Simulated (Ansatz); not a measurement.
A calculation with Ansatz (development build ahead of 0.2.0).

```yaml
crystal:
  periodic: [false, false, false]
  atoms:
    - { symbol: O, position_ang: [0.0, 0.7716, -0.65802] }
    - { symbol: H, position_ang: [0.0, 1.46709, -0.1009] }
    - { symbol: Cl, position_ang: [0.0, -0.44941, 0.31559] }
basis:
  gaussian: { orbitals: cc-pVTZ }
hamiltonian:
  xc: hf
correlation:
  method: mp2
  frozen_orbitals: { Cl: 5, H: 0, O: 1 }
```

The input is written out in the form of the current development build from the run's settings.

The run gave:

```json
{"Converged": "yes", "Reference energy": "-534.91115 hartree", "Correlation energy": "-0.42976 hartree", "Total energy": "-535.34091 hartree", "Spin squared of the determinant": "0.000"}
```
